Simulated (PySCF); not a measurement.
Cluster of acetylene and hydrogen chloride (C2H3Cl)

Made of acetylene and hydrogen chloride. The whole: neutral, singlet.

Parts: 1 = acetylene (C#C), atoms 1–4; 2 = hydrogen chloride (Cl), atoms 5–6.

| atom | part | x (Å) | y (Å) | z (Å) |
| --- | --- | --- | --- | --- |
| C1 | 1 | 0.789 | -0.051 | -0.036 |
| C2 | 1 | -0.402 | -0.034 | 0.097 |
| H3 | 1 | 1.847 | -0.068 | -0.161 |
| H4 | 1 | -1.461 | -0.017 | 0.212 |
| Cl5 | 2 | 0.587 | 0.633 | 3.519 |
| H6 | 2 | 0.452 | 0.389 | 2.258 |

In these coordinates C1···H6 is 2.360 Å. Part 2 is then moved rigidly along that line, all else held; at short range other atoms may come into contact.

The starting structure comes from a short search with a few starts; no frequency run checks that it is a minimum, and another way of binding may lie lower.

These are computed values: CCSD(T)/aug-cc-pVDZ and MP2/aug-cc-pVTZ, aug-cc-pVQZ counterpoise interaction energy, frozen core, gas phase (PySCF). The geometry comes from PBE0-D3(BJ)/def2-TZVPD.

Counterpoise energies in kcal/mol, cluster less the parts frozen as they stand in it; small is aug-cc-pVDZ, large aug-cc-pVQZ. Estimated limit: HF in aug-cc-pVQZ, MP2 correlation extrapolated as X⁻³ from aug-cc-pVTZ and aug-cc-pVQZ, and CCSD(T) less MP2 in aug-cc-pVDZ; it isn't the exact limit.

Results

```csv
C1···H6 (Å),HF large,MP2 large,SCS-MP2 large,CCSD(T) small,CCSD(T) limit est.
2.124,1.40,-2.71,-1.60,-0.69,-2.08
2.242,0.17,-3.19,-2.27,-1.53,-2.68
2.360,-0.61,-3.34,-2.58,-2.01,-2.93
2.478,-1.07,-3.30,-2.66,-2.23,-2.97
2.596,-1.32,-3.13,-2.60,-2.29,-2.86
2.950,-1.41,-2.37,-2.07,-1.96,-2.22
3.540,-0.94,-1.29,-1.16,-1.15,-1.22
4.720,-0.34,-0.39,-0.36,-0.37,-0.38
```

The 8 runs took 16 min in all, one thread each of Arm Neoverse N1 on a shared host, launched as `OMP_NUM_THREADS=1 python cluster_run.py task.json out`.
